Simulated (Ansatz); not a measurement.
# C2H6N: the cost of one run

Program: Ansatz 0.2.0. Level of theory: UKS r2SCAN/def2-SVP. These are calculated values, not measurements.

## (1) The system as given

Bond lengths: C1–N2 1.395 Å, N2–C3 1.395 Å, C1–H4 1.148 Å, C1–H5 1.100 Å, C1–H6 1.149 Å, C3–H7 1.149 Å, C3–H8 1.100 Å, C3–H9 1.149 Å. Angles: C1–N2–C3 110.2°, N2–C1–H4 115.3°, N2–C1–H5 110.2°, N2–C1–H6 115.3°, H4–C1–H5 106.3°, H4–C1–H6 102.6°, H5–C1–H6 106.3°, N2–C3–H7 115.3°, N2–C3–H8 110.2°, N2–C3–H9 115.3°, H7–C3–H8 106.2°, H7–C3–H9 102.6°, H8–C3–H9 106.3°.

Coordinates:

```xyz
9

C    -0.2178    0.8195   -0.7732
N     0.4613   -0.3926   -0.6459
C     0.3089   -0.8968    0.6456
H    -1.3481    0.7725   -0.5775
H    -0.0979    1.2175   -1.7915
H     0.1259    1.6521   -0.0599
H    -0.7744   -1.1058    0.9671
H     0.8479   -1.8500    0.7480
H     0.6943   -0.2165    1.4873
```

## (2) End point A

input.yaml

```yaml
crystal:
  periodic: [false, false, false]
  atoms:
    - { symbol: C, position_ang: [-0.21785, 0.81952, -0.77316] }
    - { symbol: "N", position_ang: [0.46128, -0.39258, -0.64587] }
    - { symbol: C, position_ang: [0.30885, -0.89677, 0.64557] }
    - { symbol: H, position_ang: [-1.34809, 0.77248, -0.57753] }
    - { symbol: H, position_ang: [-0.09791, 1.2175, -1.79147] }
    - { symbol: H, position_ang: [0.1259, 1.6521, -0.05993] }
    - { symbol: H, position_ang: [-0.7744, -1.10575, 0.96712] }
    - { symbol: H, position_ang: [0.84795, -1.84998, 0.74797] }
    - { symbol: H, position_ang: [0.69427, -0.21651, 1.48731] }
total_charge: -1
magnetization:
  spin_polarized: true
basis:
  gaussian: { orbitals: def2-SVP }
hamiltonian:
  xc: r2scan
relax:
  f_tol: 0.02
  max_steps: 50
```

Command:

```bash
> ansatz run input.yaml --threads 2 --pin off --max-ram 3072MiB --backend cpu --events-out ev --progress --plain --runs-dir out
```

**Question.** How long does this run take on 2 threads of Arm Neoverse V2, shared host, and how much memory does it need?

About 12 s, with a peak of 0.16 GiB.
